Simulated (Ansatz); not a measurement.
A run for Ansatz (an electronic-structure program): R-CCSD(T)/aug-cc-pVTZ on H2O (SMILES O) with ghost functions.

Ansatz 0.2 input:
```yaml
crystal:
  periodic: [false, false, false]
  atoms:
    - {symbol: O, position_ang: [-1.62500789, -0.04282853, 0.00510451]}
    - {symbol: H, position_ang: [-1.94500489, 0.86000747, -0.01632649]}
    - {symbol: H, position_ang: [-0.66529089, 0.05535247, 0.00038151]}
basis:
  gaussian:
    orbitals: aug-cc-pVTZ
    ghost_atoms:
      - {symbol: O, position_ang: [1.54730511, 0.03799247, -0.00480049]}
      - {symbol: H, position_ang: [1.92392611, -0.40038753, 0.76132351]}
      - {symbol: H, position_ang: [1.91956911, -0.43822053, -0.75020349]}
magnetization: {spin_polarized: false}
correlation: {method: ccsd_t, electrons: outside_noble_gas}
scf: {lower_state_search: off}
```

The head of its log:

```
WARN ansatz: RAYON_NUM_THREADS=1 ignored (pool sized by the plan → 1); use --threads N
Functional definition: HF
these checks for a lower state are left out or cut short: stability, starts, cluster_reference, orbital_swaps, neighbouring_geometries, increment
integrals: 0.64 GiB planned
1068 factors; integrals over basis functions are off by at most 1.1e-3 eV
mean field: 0.33 GiB planned
mean field evaluation 1: about -2067.8280 eV, gradient 3.4e1 eV
mean field evaluation 2: about -2067.8279 eV, gradient 3.4e1 eV
mean field evaluation 4: about -2069.6969 eV, gradient 1.4e0 eV
mean field evaluation 8: about -2069.7048 eV, gradient 4.5e-5 eV
mean field -2069.70476200 eV, -76.0602471074 hartree, gradient 2.4e-6 eV, S^2 0.000000; 0 other end points of the search recorded, 0 dependent functions left out
1 core orbitals not correlated
reference -2069.70476200 eV, -76.0602471074 hartree; 4, 4 occupied and 179, 179 virtual orbitals, 1068 factors
```

### Question
Predict the final total energy.

### Answer
-76.3425 hartree (reference determinant -76.0602, T1 diagnostic 0.010).
